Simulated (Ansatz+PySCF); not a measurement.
The numbers below are computed, except where a source is named.
## PySCF 2.14.0 run

```python
from pyscf import gto, scf, cc

mol = gto.M(atom="""
C 0.000000 0.000000 0.000000
F 0.730830 0.974440 2.109720
""", basis='sto-3g', charge=0, spin=3)
mf = scf.UHF(mol)
mf.kernel()
mycc = cc.CCSD(mf, frozen=2).run()
et = mycc.ccsd_t()
print(mf.e_tot, mycc.e_corr, et, mycc.e_tot + et)
```

The script is written out from the run's settings.

The run gave:

```json
{
  "Converged": "yes",
  "Reference energy": "-135.18454 hartree",
  "CCSD correlation energy": "-0.02048 hartree",
  "Triples correction": "-0.00001 hartree",
  "Total energy": "-135.20503 hartree",
  "Spin squared of the determinant": "3.751"
}
```

This is not the lowest solution: another run reaches a determinant 0.09 eV lower. Caution: another reference gives a lower total.
